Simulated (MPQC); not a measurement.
**One shape, several levels: SiH2Cl (chlorosilyl radical)**

Aim: a comparison of 6 runs (UHF/STO-3G, UHF/def2-SVP, UHF/pcseg-1, UB3LYP/6-31G*, UPBE/pcseg-1, UPBE0/def2-SVP) of SiH2Cl (chlorosilyl radical). 

The calculation is run with MPQC 2.3.1.

## (1) The molecule

SiH2Cl: 4 atoms, total charge 0, spin state doublet. SMILES: `[SiH2]Cl`. The coordinates come from a GFN2-xTB relaxation.

Bond lengths: Si1–Cl2 2.022 Å, Si1–H3 1.451 Å, Si1–H4 1.451 Å. Angles: Cl2–Si1–H3 110.3°, Cl2–Si1–H4 110.2°, H3–Si1–H4 114.9°.

## (2) Energy and forces at UHF/STO-3G (run 1)

run.in

```
% ClH2Si
molecule<Molecule>: (
   symmetry = c1
   unit = angstrom
   { atoms geometry } = {
      Si [ -0.283580     0.237700     0.131590 ]
      Cl [ 1.597690    -0.059610     0.811090 ]
      H  [ -1.065000    -0.978280     0.263310 ]
      H  [ -0.249110     0.800200    -1.205980 ]
   }
)
basis<GaussianBasisSet>: (
   name = "STO-3G"
   molecule = $:molecule
   basisdir = "."
   puream = yes
)
mpqc: (
   checkpoint = no
   savestate = no
   restart = no
   do_energy = yes
   do_gradient = yes
   optimize = no
   mole<UHF>: (
      molecule = $:molecule
      basis = $:basis
      total_charge = 0
      multiplicity = 2
      memory = 1000000000
      print_evals = yes
      print_npa = yes
      maxiter = 120
      value_accuracy = 1e-08
      guess_wavefunction<ExtendedHuckelWfn>: (
         molecule = $:molecule
         total_charge = 0
         multiplicity = 2
         basis<GaussianBasisSet>: (
            name = "STO-3G"
            molecule = $:molecule
         )
      )
   )
)
```

The basis set STO-3G is read from a file made from the Basis Set Exchange's data (not shown).

Started as:

```
$ mpqc -o run.out run.in
```

Log:

```text
MPQC: Massively Parallel Quantum Chemistry
[...]
  USCF::init: total charge = 0
[...]
  iter     1 energy = -716.1068106422 delta = 7.09547e-01
[...]
  <S^2>      = 0.751516
  total scf energy = -741.3405146184
[...]
Value of the MolecularEnergy: -741.3405146184
  Gradient of the MolecularEnergy:
      1    0.0496625454
      2   -0.0152194107
      3    0.0093439633
      4   -0.0355066035
      5    0.0093200748
      6   -0.0085118730
      7   -0.0118914318
      8   -0.0073606664
      9    0.0081166831
     10   -0.0022645102
     11    0.0132600023
     12   -0.0089487735
[...]
      symmetry = c1
[...]
      nbasis = 20
[...]
    nalpha = 17
    nbeta = 16
[...]
```

Wall time 0.18 s (1 thread of Arm Neoverse V2, shared host).

## (3) Energy and forces at UHF/def2-SVP (run 2)

job.in

```
molecule<Molecule>: (
   symmetry = c1
   unit = angstrom
   { atoms geometry } = {
      Si [ -0.283580 0.237700 0.131590 ]
      Cl [ 1.597690 -0.059610 0.811090 ]
      H  [ -1.065000 -0.978280 0.263310 ]
      H  [ -0.249110 0.800200 -1.205980 ]
   }
)
basis<GaussianBasisSet>: (
   name = "def2-SVP"
   molecule = $:molecule
   basisdir = "."
   puream = yes
)
mpqc: (
   checkpoint = no
   savestate = no
   restart = no
   do_energy = yes
   do_gradient = yes
   optimize = no
   mole<UHF>: (
      molecule = $:molecule
      basis = $:basis
      total_charge = 0
      multiplicity = 2
      memory = 1000000000
      print_evals = yes
      print_npa = yes
      maxiter = 120
      value_accuracy = 1e-08
      guess_wavefunction<UHF>: (
         molecule = $:molecule
         total_charge = 0
         multiplicity = 2
         memory = 1000000000
         value_accuracy = 1e-3
         basis<GaussianBasisSet>: (
            name = "STO-3G"
            molecule = $:molecule
         )
      )
   )
)
```

The basis set def2-SVP is read from a file made from the Basis Set Exchange's data (not shown).

Started as:

```
$ mpqc -o job.out job.in
```

Log:

```text
MPQC: Massively Parallel Quantum Chemistry
[...]
  <S^2>      = 0.753300
  total scf energy = -749.3595034497
[...]
Value of the MolecularEnergy: -749.3595034497
  Gradient of the MolecularEnergy:
      1    0.0162099039
      2   -0.0135987301
      3   -0.0072786356
      4   -0.0208834938
      5    0.0043852101
      6   -0.0063822690
      7    0.0045251920
      8    0.0095326042
      9    0.0027661743
     10    0.0001483978
     11   -0.0003190842
     12    0.0108947304
[...]
      symmetry = c1
[...]
      nbasis = 46
[...]
    nalpha = 17
    nbeta = 16
[...]
```

It took 1.8 s on 1 thread of Arm Neoverse V2, shared host; peak memory 0.1 GiB.

Runs 3 to 4 aren't shown in full; the table further down has their settings and results.

## (4) Energy and forces at UPBE/pcseg-1 (run 5)

input.in

```
% ClH2Si
molecule<Molecule>: (
   symmetry = c1
   unit = angstrom
   { atoms geometry } = {
      Si [ -0.283580     0.237700     0.131590 ]
      Cl [ 1.597690    -0.059610     0.811090 ]
      H  [ -1.065000    -0.978280     0.263310 ]
      H  [ -0.249110     0.800200    -1.205980 ]
   }
)
basis<GaussianBasisSet>: (
   name = "pcseg-1"
   molecule = $:molecule
   basisdir = "."
   puream = yes
)
mpqc: (
   checkpoint = no
   savestate = no
   restart = no
   do_energy = yes
   do_gradient = yes
   optimize = no
   mole<UKS>: (
      molecule = $:molecule
      basis = $:basis
      total_charge = 0
      multiplicity = 2
      memory = 1000000000
      print_evals = yes
      print_npa = yes
      maxiter = 120
      value_accuracy = 1e-08
      functional<StdDenFunctional>: ( name = "PBE" )
      integrator<RadialAngularIntegrator>: ( grid = xfine )
      guess_wavefunction<UHF>: (
         molecule = $:molecule
         total_charge = 0
         multiplicity = 2
         memory = 1000000000
         value_accuracy = 1e-3
         basis<GaussianBasisSet>: (
            name = "STO-3G"
            molecule = $:molecule
         )
      )
   )
)
```

The basis set pcseg-1 is read from a file made from the Basis Set Exchange's data (not shown).

Started as:

```
$ mpqc -o input.out input.in
```

Log:

```text
MPQC: Massively Parallel Quantum Chemistry
[...]
  Integrated electron density error = 0.000332086223
  iter     1 energy = -750.2382912784 delta = 2.49379e-01
  Integrated electron density error = 0.000252653860
  iter     2 energy = -750.4810406567 delta = 4.40043e-02
[...]
  Integrated electron density error = -0.000000213669
  iter    21 energy = -750.5105883236 delta = 4.47337e-08
  Integrated electron density error = -0.000000213669
  iter    22 energy = -750.5105883236 delta = 2.24874e-08
  Integrated electron density error = -0.000000213669
  iter    23 energy = -750.5105883236 delta = 1.40248e-08
[...]
  <S^2>      = 0.751434
  total scf energy = -750.5105883236
[...]
  Integrated electron density error = -0.000000215352
  Total Gradient:
[...]
Value of the MolecularEnergy: -750.5105883236
  Gradient of the MolecularEnergy:
      1    0.0136108814
      2   -0.0168159539
      3   -0.0126493944
      4   -0.0222587455
      5    0.0045103135
      6   -0.0069629629
      7    0.0093099702
      8    0.0171464859
      9    0.0007315397
     10   -0.0006621061
     11   -0.0048408455
     12    0.0188808177
[...]
        symmetry = c1
[...]
        nbasis = 46
[...]
      nalpha = 17
      nbeta = 16
[...]
```

Run time: 25 s. Hardware: 1 thread of Arm Neoverse V2, shared host; peak memory 0.11 GiB.

## (5) Energy and gradient at UPBE0/def2-SVP (run 6)

input.in

```
% ClH2Si
molecule<Molecule>: (
  symmetry = c1
  unit = angstrom
  { atoms geometry } = {
    Si [ -0.283580     0.237700     0.131590 ]
    Cl [ 1.597690    -0.059610     0.811090 ]
    H  [ -1.065000    -0.978280     0.263310 ]
    H  [ -0.249110     0.800200    -1.205980 ]
  }
)
basis<GaussianBasisSet>: (
  name = "def2-SVP"
  molecule = $:molecule
  basisdir = "."
  puream = yes
)
mpqc: (
  checkpoint = no
  savestate = no
  restart = no
  do_energy = yes
  do_gradient = yes
  optimize = no
  mole<UKS>: (
    molecule = $:molecule
    basis = $:basis
    total_charge = 0
    multiplicity = 2
    memory = 1000000000
    print_evals = yes
    print_npa = yes
    maxiter = 120
    value_accuracy = 1e-08
    functional<SumDenFunctional>: (
      a0 = 0.25
      coefs = [ 0.75 1 ]
      funcs: [ <PBEXFunctional>: () <PBECFunctional>: () ]
    )
    integrator<RadialAngularIntegrator>: ( grid = xfine )
    guess_wavefunction<UHF>: (
      molecule = $:molecule
      total_charge = 0
      multiplicity = 2
      memory = 1000000000
      value_accuracy = 1e-3
      basis<GaussianBasisSet>: (
        name = "STO-3G"
        molecule = $:molecule
      )
    )
  )
)
```

The basis set def2-SVP is read from a file made from the Basis Set Exchange's data (not shown).

Started as:

```
$ mpqc input.in > input.out
```

Log:

```text
MPQC: Massively Parallel Quantum Chemistry
[...]
  Integrated electron density error = 0.000395195385
  iter     1 energy = -750.0833992553 delta = 2.34102e-01
  Integrated electron density error = 0.000353965552
  iter     2 energy = -750.3473888344 delta = 3.28194e-02
[...]
  Integrated electron density error = -0.000000025776
  iter    23 energy = -750.3660122230 delta = 8.85612e-08
  Integrated electron density error = -0.000000025777
  iter    24 energy = -750.3660122230 delta = 4.23141e-08
  Integrated electron density error = -0.000000025777
  iter    25 energy = -750.3660122230 delta = 1.63206e-08
[...]
  <S^2>      = 0.751763
  total scf energy = -750.3660122230
[...]
  Integrated electron density error = -0.000000026197
  Total Gradient:
[...]
Value of the MolecularEnergy: -750.3660122230
  Gradient of the MolecularEnergy:
      1    0.0097492071
      2   -0.0141899279
      3   -0.0115950243
      4   -0.0173225315
      5    0.0035875096
      6   -0.0053597658
      7    0.0077068526
      8    0.0139801733
      9    0.0013135737
     10   -0.0001335281
     11   -0.0033777550
     12    0.0156412164
[...]
        symmetry = c1
[...]
        nbasis = 46
[...]
      nalpha = 17
      nbeta = 16
[...]
```

It took 26 s on 1 thread of Arm Neoverse V2, shared host; peak memory 0.11 GiB.

## (6) The series

```csv
run,level,starting guess,integration grid,energy (Eh),⟨S²⟩,largest force (eV/Å),wall time
1,UHF/STO-3G,huckel STO-3G,–,-741.340515,0.752,2.714,0.18 s
2,UHF/def2-SVP,STO-3G,–,-749.359503,0.753,1.151,1.8 s
3,UHF/pcseg-1,STO-2G,–,-749.541432,0.753,1.187,2.2 s
4,UB3LYP/6-31G* (spherical functions),STO-2G,xfine,-750.873262,0.751,1.202,19 s
5,UPBE/pcseg-1,STO-3G,xfine,-750.510588,0.751,1.289,25 s
6,UPBE0/def2-SVP,STO-3G,xfine,-750.366012,0.752,1.067,26 s
```

## (7) Results

| quantity | value |
| --- | --- |
| run 6: total energy | -750.36601 Eh |
| run 6: ⟨S²⟩ | 0.752 |
| run 6: largest force on an atom | 1.067 eV/Å |

In words: Totals of different functionals can't be ranked against each other. In run 1 the basis is minimal, so the values are rough. All runs together took 74 s, the longest 26 s.
